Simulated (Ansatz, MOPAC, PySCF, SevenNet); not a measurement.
**Rock-salt MgS, equilibrium lattice constant a**

Reference value: 5.188 Å (measured, corrected for zero-point motion; as tabulated in Goldzak et al. (2022), arXiv:2208.04865).

Q: What do AM1 semi-empirical Hartree-Fock (MOPAC), SevenNet-l3i5, LDA, PBE, CCSD(T) give, and how far is each from the reference?

A: 
```tsv
level (code)	value (Å)	error (%)
AM1 semi-empirical Hartree-Fock (MOPAC)	5.412	+4.32
SevenNet-l3i5	5.228	+0.77
LDA (Ansatz)	5.129	-1.14
PBE (Ansatz)	5.230	+0.81
CCSD(T) (PySCF)	5.198 ± 0.02	+0.19
```

Closest of the ranked levels: CCSD(T) (+0.19 %). Among them AM1 semi-empirical Hartree-Fock (MOPAC) (+4.32 %) misses by most. Within 2 %: SevenNet-l3i5, LDA, PBE, CCSD(T).

A ± on a computed value is a rough bar: the spread of its extrapolation, a floor set from checks against published values, or a statistical error. AM1 semi-empirical Hartree-Fock (MOPAC): the method was fitted mainly to molecules. AM1 semi-empirical Hartree-Fock (MOPAC): the run uses a supercell at the zone centre in place of a k mesh. Ansatz's density-functional and Hartree–Fock values are scalar-relativistic unless marked +SOC, with PAW data made under PBE.

Machine-learned potentials (SevenNet-l3i5) are trained on DFT data: a solid inside that data is no test of them.

Differences are worked out from the printed values.

Ansatz is a quantum-chemistry and plane-wave program.
